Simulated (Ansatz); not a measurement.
Property card for Li2Ga

All numbers below come from Ansatz 0.2.0, DFT PBEsol, scalar-relativistic, plane waves, PAW.

Plane waves to 420 eV, a k mesh through Γ of 10×10×8 on the computed 6-atom cell and Gaussian smearing (0.10 eV); no spin polarisation.

The structure is relaxed at this level of theory with its symmetry kept. Whether it is the stable form of this composition wasn't checked.

```yaml
crystal:
  lattice:
    - [2.22942, -4.68712, 0.00000]
    - [2.22942, 4.68712, 0.00000]
    - [0.00000, 0.00000, 4.29246]
  atoms:
    - { symbol: Li, position: [0.58701, 0.41299, 0.75000] }
    - { symbol: Li, position: [0.41299, 0.58701, 0.25000] }
    - { symbol: Li, position: [0.24093, 0.75907, 0.75000] }
    - { symbol: Li, position: [0.75907, 0.24093, 0.25000] }
    - { symbol: Ga, position: [0.92235, 0.07765, 0.75000] }
    - { symbol: Ga, position: [0.07765, 0.92235, 0.25000] }
```

| Property | Result |
| --- | --- |
| Space group | Cmcm (No. 63) |
| Volume per atom | 14.95 Å³ |
| Formation energy from the elements' standard states (uncorrected) | -0.306 eV/atom |
| Kohn–Sham band gap | none (metal) |
| Density of states at the Fermi level | 1.35 states/eV per cell |
| Löwdin character within 0.5 eV of the Fermi level | Ga 4p 76 %, Li 2s 10 %, unprojected 10 % |
| Bulk modulus | 35 GPa |
| Its pressure derivative | 4.1 |
| Bader charges (e) | Li (2 in the cell) 0.82, Li (2 in the cell) 0.81, Ga (2 in the cell) -1.62 |

Cost: 9 runs of about 13 core-minutes in all, on Arm Neoverse V2 (shared hosts).